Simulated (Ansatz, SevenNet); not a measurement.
For zinc-blende ZnS, the machine-learned potential SevenNet-0 (trained on PBE and PBE+U data) gives:

| Quantity | Value |
|---|---|
| lattice constant a | 5.451 Å |
| bulk modulus | 71.3 GPa |

Problem. What does B3LYP (VWN-RPA form) (plane waves, PAW; Ansatz, an electronic-structure program) give for the same quantities?

Solution. 
- lattice constant a: 5.495 Å (rises by 0.8 %)
- bulk modulus: 68.3 GPa (shrinks by 4.2 %)

For comparison: lattice constant a 5.41 Å (measured, room temperature, not corrected to a static lattice; as tabulated in Albrecht et al. (1997), arXiv:cond-mat/9706128); bulk modulus 77.1 GPa (measured, temperature not stated, no zero-point or thermal correction, our sources range from 74.5 to 77.1; as tabulated in Toher et al. (2017), arXiv:1611.05714).

Changes are worked out from the printed values.

Unless a cell is named, each level is at its own relaxed cell (SevenNet-0 20.25, B3LYP (VWN-RPA form) 20.74 Å³/atom).

Ansatz's density-functional and Hartree–Fock values are scalar-relativistic unless marked +SOC, with PAW data made under PBE.
